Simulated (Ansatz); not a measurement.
Q: Predict a relaxed structure of SiH3(NHMe) (CH7NSi), charge 0, singlet, at PBE0-D4/def2-TZVP (Ansatz).

A: 
```csv
atom,x (Å),y (Å),z (Å)
Si1,0.4087,1.2880,0.3755
H2,0.9542,1.6998,1.6951
H3,1.3935,1.6243,-0.6943
H4,-0.8168,2.0845,0.0739
N5,0.0919,-0.3880,0.4735
C6,-0.4637,-1.1981,-0.5843
H7,0.2883,-0.8800,1.3273
H8,-1.4284,-1.6406,-0.3098
H9,-0.6370,-0.5813,-1.4701
H10,0.2094,-2.0085,-0.8868
```
Point group Cs (tolerance 0.1 Å). This is one stationary point.
